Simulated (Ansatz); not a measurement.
bcc Ta was calculated with PBEsol (PAW; Ansatz, a program for electronic structure).

Settings: plane-wave cutoff 500 eV, 18×18×1 k mesh (along the axes of the cell as run), Fermi–Dirac smearing 0.1 eV, scalar-relativistic PAW data made under PBE.

Task: What does this level give for the surface energy of the (310) face and work function of the (310) face?

Result: 
- surface energy of the (310) face = 2.85 J/m²
- work function of the (310) face = 3.92 eV

The slab of 10 atoms is relaxed and unreconstructed.

Spin–orbit coupling is not included.

Static lattice: no zero-point or thermal effects.
